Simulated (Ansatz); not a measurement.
Problem. Name a neutral molecule of C, F, N and H with LUMO energy (PBE/def2-TZVPP) between -1.45 and -1.15 eV and zero-point energy (PBE0-D4/def2-TZVP) between 232 and 248 kJ/mol (Ansatz, PBE0-D4/def2-TZVP geometry).

Solution. `CC(=N)CF` (-1.17 eV, 236.6 kJ/mol). Other molecules can fit too; these were computed, each in one conformer that needn't be the lowest.
